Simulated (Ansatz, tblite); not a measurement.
## How well does each level of theory give the band gap of zinc-blende GaN (metastable phase)?

Reference value: 3.48 eV (measured, zero-point renormalisation of 0.176 eV (computed, arXiv:2011.12765) added back here; inputs from Vurgaftman et al. (2001), doi:10.1063/1.1368156).

| level (code) | value (eV) | cell (Å³/atom) |
|---|---|---|
| GFN2-xTB (tblite) | 2.09 | 10.89 |
| BLYP (Ansatz) | ___ | 12.14 |
| rVV10 (Ansatz) | 1.37 (direct) | 11.94 |
| Hartree–Fock (Ansatz) | 10.49 (direct) | 11.41 |

Some entries are withheld; supply them.


- BLYP (Ansatz, a program for electronic structure), value (eV): 1.43 (direct)

Errors against the reference: GFN2-xTB -1.39 eV, BLYP -2.05 eV, rVV10 -2.11 eV, Hartree–Fock +7.01 eV.

Leaving aside GFN2-xTB (doubt noted below): All these levels miss by at least 2.05 eV, so none is called best. Every ranked level misses the reference by more than 0.2 eV. Even the nearest is off by 2.05 eV.

Density-functional gaps are differences of (generalised) Kohn–Sham levels of a static lattice; semilocal ones lie below quasiparticle gaps as a rule. Measured gaps hold zero-point and thermal shifts unless a correction is named. Levels without +SOC have no spin–orbit coupling; where heavier elements are present it shifts gaps, mostly down, and can invert bands.  GFN2-xTB: the gap is read on the k mesh or supercell of the run alone and can be too large. GFN2-xTB: the method was fitted mainly to molecules. Each level is taken at its own relaxed cell. Cutoffs and k meshes differ between the levels. Ansatz's density-functional and Hartree–Fock values are scalar-relativistic unless marked +SOC, with PAW data made under PBE.

Differences are worked out from the printed values.
